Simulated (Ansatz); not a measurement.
Tl₄CdI₆ (P4/mnc, No. 128) was calculated with B3LYP (VWN-RPA form) (Ansatz, a quantum-chemistry and plane-wave program, PAW).

Numerical settings: plane-wave cutoff 460 eV, 4×4×4 k mesh, Fermi–Dirac smearing 0.01 eV, scalar-relativistic PAW data made under PBE.

Cell (measured lattice):

```
CdTl4I6
1.0
    9.22880     0.00000     0.00000
    0.00000     9.22880     0.00000
    0.00000     0.00000     9.60540
Tl Cd I
8 2 12
Direct
  0.64660   0.14660   0.25000
  0.35340   0.85340   0.75000
  0.85340   0.64660   0.25000
  0.14660   0.35340   0.75000
  0.35340   0.85340   0.25000
  0.64660   0.14660   0.75000
  0.14660   0.35340   0.25000
  0.85340   0.64660   0.75000
  0.50000   0.50000   0.50000
  0.00000   0.00000   0.00000
  0.50000   0.50000   0.21100
  0.50000   0.50000   0.78900
  0.00000   0.00000   0.28900
  0.00000   0.00000   0.71100
  0.35890   0.18430   0.50000
  0.64110   0.81570   0.50000
  0.81570   0.35890   0.50000
  0.18430   0.64110   0.50000
  0.85890   0.31570   0.00000
  0.14110   0.68430   0.00000
  0.31570   0.14110   0.00000
  0.68430   0.85890   0.00000
```

Problem. What does this level give for the band gap?

Solution. 
band gap: 3.16 eV (on the SCF k mesh)

Measured, for comparison: band gap 2.83 eV (temperature not stated, no zero-point or thermal correction, detector crystals; as tabulated in Piasecki et al. (2022), doi:10.1039/d1ma01259b).

Note: cell and atoms aren't relaxed at this level (largest force component 0.26 eV/Å, pressure 2.8 GPa).

Spin–orbit coupling is not included; with these elements it can move the gap by several tenths of an eV or more.

Computed values are for the static lattice.
